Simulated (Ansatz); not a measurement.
# CHN: geometry and frequencies at several levels

The task here is to estimate one member of a computed series from the others.

Method: the levels named in each step, in Ansatz 0.2.0.

## The system as given

Bond lengths: C1–N2 1.138 Å, C1–H3 1.058 Å. Angles: N2–C1–H3 180.0°.

As a file:

```xyz
3

C     0.0000    0.0000   -0.0264
N     0.0000    0.0000    1.1112
H     0.0000    0.0000   -1.0848
```

Set-up of the first run:

input.yaml reads:

```yaml
crystal:
  periodic: [false, false, false]
  atoms:
    - { symbol: C, position_ang: [0.0, 0.0, -0.02580354] }
    - { symbol: "N", position_ang: [0.0, 0.0, 1.11980576] }
    - { symbol: H, position_ang: [0.0, 0.0, -1.09400222] }
basis:
  gaussian: { orbitals: "cc-pV(T+d)Z.json" }
correlation:
  method: ccsd_t
relax:
  f_tol: 0.002
  max_steps: 40
```

Run with:

```console
$ ansatz run input.yaml --threads 2 --pin off --max-ram 5120MiB --backend cpu --events-out ev --progress --plain --runs-dir out
```

Steps of the session up to this table: Relaxation, CCSD(T)/cc-pV(T+d)Z; Frequencies, CCSD(T)/cc-pV(T+d)Z; Relaxation, CCSD(T)/cc-pwCVTZ, all electrons; Relaxation, CCSD(T)/cc-pwCVQZ, all electrons.

One of the session's tables, all rows but one given; the rest of the session is left out.

It belongs to the step «Geometries side by side». 

| level | C1–N2 (Å) | rotational constants (MHz) | dipole (D) |
| --- | --- | --- | --- |
| PBE0-D4/def2-TZVPP | 1.1456 | 44978 | 3.03 |
| CCSD(T)/cc-pV(T+d)Z | ? | ? | ? |
| CCSD(T)/cc-pwCVTZ, all electrons | 1.1559 | 44323 | 2.95 |
| CCSD(T)/cc-pwCVQZ, all electrons | 1.1536 | 44489 | 3.00 |

**Question.** Estimate the row for CCSD(T)/cc-pV(T+d)Z.

As computed: C1–N2 (Å): 1.1601; rotational constants (MHz): 44049; dipole (D): 2.94. In the column «C1–N2 (Å)» it is the highest.
